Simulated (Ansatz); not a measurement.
SnCl₂ (Pnma, No. 62) was calculated with PBE0 (Ansatz, an electronic-structure program, plane waves, PAW).

Numerical settings: plane-wave cutoff 500 eV, 4×6×2 k mesh (along the axes of the cell as run), gaussian smearing 0.02 eV, scalar-relativistic PAW data made under PBE.

Cell (relaxed with r²SCAN):

```xyz
12
Lattice="8.0538 0.0000 0.0000 0.0000 4.2884 0.0000 0.0000 0.0000 9.6740" Properties=species:S:1:pos:R:3 pbc="T T T"
Sn     6.2220     3.2163     5.4204
Sn     1.8318     1.0721     4.2536
Sn     5.8587     1.0721     0.5834
Sn     2.1951     3.2163     9.0906
Cl     4.1877     1.0721     8.2602
Cl     3.8661     3.2163     1.4138
Cl     7.8930     3.2163     3.4232
Cl     0.1608     1.0721     6.2508
Cl     1.1692     1.0721     0.7808
Cl     6.8847     3.2163     8.8932
Cl     2.8577     3.2163     5.6178
Cl     5.1961     1.0721     4.0562
```

### Question
What does this level give for the band gap?

### Answer

band gap: 4.63 eV (on the SCF k mesh)

Note: cell and atoms aren't relaxed at this level (largest force component 0.05 eV/Å, pressure 0.3 GPa).

Spin–orbit coupling is not included.
